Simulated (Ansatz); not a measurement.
Species: C2H3, charge 0, doublet. C2H3 (SMILES C=[CH], doublet).
B3LYP-D3(BJ)/def2-TZVP minimum from Ansatz (a quantum-chemistry and plane-wave program):
```xyz
5

C      0.0510    -0.5838    -0.0118
C      0.0446     0.7173     0.0179
H     -0.8735    -1.1638    -0.0541
H      0.9720    -1.1602     0.0038
H     -0.6722     1.5232     0.0139
```
Charge 0, spin multiplicity 2.

Property: atomisation energy (electronic, to ground-state atoms), in kcal/mol. UHF or UKS for unpaired electrons; spin-orbit terms are left out. CBS(X,Y): correlation extrapolated as X^-3, Hartree-Fock from the larger set (Q,5: extrapolated as (X+1)exp(-9√X)). A bracket is a step between two methods taken in the basis named. The functionals are non-relativistic, so their misses hold any scalar relativity. Double hybrids freeze cores in their MP2 part. 'core' is core correlation in cc-pwCVTZ, 'X2C' scalar relativity in cc-pVTZ-DK, both at CCSD(T). For partners of very few electrons the exact lower level stands in for a higher one. The UHF reference of C2H3 ([CH]=C, doublet) is spin-contaminated (<S^2> up to 0.19 over the pure value in the sets run).

CCSD(T)/CBS(cc-pVQZ,cc-pV5Z) + [CCSDT(Q) - CCSD(T)]/cc-pVTZ + core + X2C (Ansatz) gives 445.7 kcal/mol.

Q: How far off this value is PBE/def2-TZVPD (Ansatz), in which direction, and which of these levels come nearer: r2SCAN/def2-TZVPD, PBE0/def2-TZVPD, wB97M-V/def2-TZVPD, B2PLYP/def2-TZVPD, CCSD(T)/CBS(cc-pVQZ,cc-pV5Z) + core + X2C?

A: PBE gives 457.5 kcal/mol, 11.8 kcal/mol above it. Differences of the others: r2SCAN/def2-TZVPD (Ansatz) 4.0; PBE0/def2-TZVPD (Ansatz) 3.6; wB97M-V/def2-TZVPD (Ansatz) -0.5; B2PLYP/def2-TZVPD (Ansatz) -4.1; CCSD(T)/CBS(cc-pVQZ,cc-pV5Z) + core + X2C (Ansatz) -0.6 kcal/mol. Nearer than PBE: r2SCAN/def2-TZVPD, PBE0/def2-TZVPD, wB97M-V/def2-TZVPD, B2PLYP/def2-TZVPD, CCSD(T)/CBS(cc-pVQZ,cc-pV5Z) + core + X2C.
